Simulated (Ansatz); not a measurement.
The first iterations of a band of FH4NSi (7 atoms, charge 0, multiplicity 1).

The calculation used RKS CAM-B3LYP/def2-SVP in Ansatz 0.2.0.

```yaml
movable_images: 9
climbing_image: yes
spring: 5.0 eV/Å²
optimiser: quadratic models (default)
start_path: through a guess of the saddle point
force_threshold: 0.05 eV/Å
iteration_limit: 60
end_points: relaxed
```

First end point:

```xyz
7
Properties=species:S:1:pos:R:3
Si 0.200 -0.071 0.069
F -0.134 0.209 1.637
H 1.653 -0.356 0.010
H -0.206 1.150 -0.665
N -0.647 -1.394 -0.591
H -0.394 -2.354 -0.381
H -1.614 -1.314 -0.885
```

Last end point:

```xyz
7
Properties=species:S:1:pos:R:3
Si 0.282 -0.173 -0.740
F 0.994 0.234 1.854
H 1.641 0.036 1.209
H -0.731 0.962 -0.724
N -0.864 -1.440 -0.799
H -1.874 -1.331 -0.793
H -0.589 -2.417 -0.813
```

| iteration | highest image above the first end (eV) | largest band force component (eV/Å) |
| --- | --- | --- |
| 1 | 5.813 | 16.571 |
| 2 | 4.039 | 3.049 |
| 3 | 3.838 | 1.954 |
| 4 | 3.731 | 1.428 |
| 5 | 4.006 | 2.011 |

Does the band converge within its limit, and where does its top end?

The run converged. It ended after 17 iterations with the highest image 3.564 eV above the first end. The profile has 2 maxima (images 3, 8) with wells between them (image 5): this band takes more than one step, which may be the mechanism or a detour left from its start path. Neighbouring images differ by up to 2.1 eV, so the band resolves the path poorly. A vibrational analysis at the climbing image gives one clearly imaginary mode, 1263i cm⁻¹: a first-order saddle point. The orbitals stay closed-shell, which can raise the energy where a bond breaks towards radicals; this wasn't checked here.

Time of the run: 2.8 min on 1 thread of Intel(R) Xeon(R) Platinum 8488C (Sapphire Rapids), with other jobs on the host, peak memory 0.15 GiB.
